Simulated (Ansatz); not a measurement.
**SiNH (quintet): from Hartree-Fock to the top rungs, cc-pVDZ**

How much of the correlation energy of SiNH (quintet) does each wave-function method recover here?

Computed with Ansatz 0.2.0, Gaussian basis. Level: cc-pVDZ, core rule «outside noble gas», up to 6 orbitals frozen.

To be run: UHF; CCSD(T) on ROHF; CCSD(T) on UHF; BCCD(T) on ROHF; CISD; CCSDT(Q) on ROHF; CCSDT(Q) on UHF; CCSDTQ on ROHF; CCSDTQ on UHF; CASSCF and MRCISD+Q, 10 electrons in 9 orbitals; CASSCF and NEVPT2, 10 electrons in 9 orbitals.

4 further runs of the same task are left out: 4 set aside as unsound or not needed.

## Step 1: What is computed

The geometry is a PBE0/def2-TZVP stationary point (not a proven minimum) of the parent state, kept for this charge and spin.

3 atoms, charge 0, spin multiplicity 5.

Atoms are counted from 1 here; the program's logs count them from 0.

Bond lengths: Si1–N2 1.701 Å, N2–H3 1.020 Å. Angles: Si1–N2–H3 125.4°.

As a file:

```xyz
3

Si    0.0000    0.0330    0.6059
N     0.0000   -0.1138   -1.0890
H     0.0000    0.6631   -1.7496
```

## Step 2: UHF

in.yaml reads:

```yaml
crystal:
  periodic: [false, false, false]
  atoms:
    - {symbol: Si, position_ang: [0.000000, 0.032951, 0.605869]}
    - {symbol: N, position_ang: [0.000000, -0.113788, -1.088955]}
    - {symbol: H, position_ang: [0.000000, 0.663088, -1.749585]}
basis:
  gaussian: {orbitals: cc-pVDZ}
magnetization: {spin_polarized: true, initial_magnetization: 4}
hamiltonian: {xc: hf}
output: {orbitals: {seedname: orbitals}}
```

Started as:

```console
ansatz run in.yaml --threads 1 --pin off --events-out ev --progress --plain --max-ram 3968MiB --backend cpu
```

After this run come: CCSD(T) on ROHF; CCSD(T) on UHF; BCCD(T) on ROHF; CISD; CCSDT(Q) on ROHF; CCSDT(Q) on UHF; CCSDTQ on ROHF; CCSDTQ on UHF; CASSCF and MRCISD+Q, 10 electrons in 9 orbitals; CASSCF and NEVPT2, 10 electrons in 9 orbitals.

Before running them: what should the planned runs give, taken together? Wanted: UCCSDTQ below the RHF energy; RMP2 from UCCSDTQ; UMP2 from UCCSDTQ; RCCSD from UCCSDTQ; RCCSD(T) from UCCSDTQ; UCCSD(T) from UCCSDTQ; RCCSDT(Q) from UCCSDTQ; UCCSDT(Q) from UCCSDTQ; NEVPT2 valence from UCCSDTQ.

The runs gave:

| quantity | value |
| --- | --- |
| UCCSDTQ below the RHF energy | -5.6092 eV |
| RMP2 from UCCSDTQ | +888.2 meV |
| UMP2 from UCCSDTQ | +880.4 meV |
| RCCSD from UCCSDTQ | +183.3 meV |
| RCCSD(T) from UCCSDTQ | +37.8 meV |
| UCCSD(T) from UCCSDTQ | +36.3 meV |
| RCCSDT(Q) from UCCSDTQ | +1.5 meV |
| UCCSDT(Q) from UCCSDTQ | -0.9 meV |
| NEVPT2 valence from UCCSDTQ | +952.2 meV |
| MRCISD+Q valence from UCCSDTQ | +73.4 meV |
| levels within 1 kcal/mol (43 meV) | RCCSD(T), UCCSD(T), BCCD(T), RCCSDT, UCCSDT, RCCSDT(Q), UCCSDT(Q), RCCSDTQ |
| T1 diagnostic | 0.044 |
| effectively unpaired electrons | 4.01 |

What this shows: RCCSD(T) lands +37.8 meV from the yardstick (0.7 % of the correlation energy). The occupations are near whole numbers, but T1 = 0.044 shows that the orbitals relax strongly. Of the multireference levels listed MRCISD+Q valence comes nearest in total energy (+73.4 meV), which doesn't show that its space is the better one. These misses are within one basis, not against nature; the frozen cores of restricted and unrestricted runs differ, which can shift their rows.
